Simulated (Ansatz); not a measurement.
# Energy profile

The step: H₂O + HS → H₂S + OH; bonds formed: H1–S3; bonds broken: H1–O2 (atoms numbered as in the saddle structure below).

```xyz
5
angstrom
H 0.0353 -0.4266 0.6568
O 0.0486 -1.0066 -0.8703
S -0.2349 0.8875 0.9686
H -0.8034 -0.7508 -1.2573
H 0.9545 1.2966 0.5020
```

Electronic energies by CCSD(T) at an estimated basis limit (MP2 extrapolated from triple and quadruple zeta, plus CCSD(T) − MP2 in triple zeta), on PBE0-D4/def2-TZVP structures; H3SO, doublet; no counterpoise correction; spin–orbit coupling, which lowers free halogen atoms and radicals such as OH and SH, is left out. Program: Ansatz 0.2.0. Basis: def2-TZVPP and def2-QZVPP. Cores are frozen in the correlated methods; orbitals are unrestricted. Extrapolation: Hartree–Fock as exp(−7.88 √X), correlation as X^−2.97.

(1) Give the profile in kcal/mol, counted from the separated reactants. (An estimate is asked for; the value comes from the calculation.)

The T1 diagnostic stays at or below 0.028. ⟨S²⟩ of the unrestricted Hartree–Fock references: 0.76 to 0.77 (a pure state has 0.75).

Results:

(1) Computed:
```
                                                      point  kcal/mol
separated: H2O (H1, O2, H4; singlet) + HS (S3, H5; doublet)      0.00
                                            start structure     -1.74
                                                     saddle     30.09
                                              end structure     27.63
separated: H2S (H1, S3, H5; singlet) + OH (O2, H4; doublet)     30.11
```

For scale, one of the runs: CCSD(T)/def2-TZVPP, 115 basis functions, launched by `ansatz run in.yaml --threads 2 --pin off --events-out ev --progress --plain --max-ram 4352MiB`. Time: 20 s of wall clock on 2 CPU threads; the host was shared. Peak host memory: 0.92 GiB.
